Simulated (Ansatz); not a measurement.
A made-up structure of CH3SSi, doublet:

| atom | x (Å) | y (Å) | z (Å) |
| --- | --- | --- | --- |
| C1 | -0.2705 | 0.4740 | 1.0851 |
| Si2 | -0.2291 | -0.1359 | -0.6650 |
| S3 | 0.2253 | -1.4772 | 0.5453 |
| H4 | -1.4579 | -0.3871 | -1.3308 |
| H5 | 0.8327 | 0.2046 | -1.5442 |
| H6 | 0.5292 | 1.0886 | 1.4113 |

It is relaxed with PBE-D4/def2-SVP and then PBE0-D4/def2-TZVP (Ansatz 0.2.0). Atoms count as bonded within 1.22 times the sum of their covalent radii (H–H: 0.88 Å). The end point is not checked to be a true minimum.

(1) Does its bonding change? (A judgement: the text doesn't fix the answer.)

## Answers

(1) The calculation gives: No: no bond forms or breaks.

Where it ends: The first stage lowers the energy by 2.03 eV in 8 steps. It ends as CH₃SSi ([CH]1[SiH2][S]1):
C1  (0.093, 0.356, 0.894)
Si2  (-0.205, -0.099, -0.790)
S3  (0.316, -1.374, 0.842)
H4  (-1.573, -0.223, -1.341)
H5  (0.810, 0.098, -1.849)
H6  (0.188, 1.008, 1.745)
(Å)

Labels in which every atom is bracketed show which atoms are joined, not bond orders.

For scale, one of the runs: PBE0-D4/def2-TZVP relaxation, 123 basis functions, launched by `ansatz run in.yaml --threads 2 --pin off --events-out ev --progress --plain --max-ram 4352MiB`. Hardware: 2 CPU threads of an Arm Neoverse V2, shared host. Wall time about 21 s.
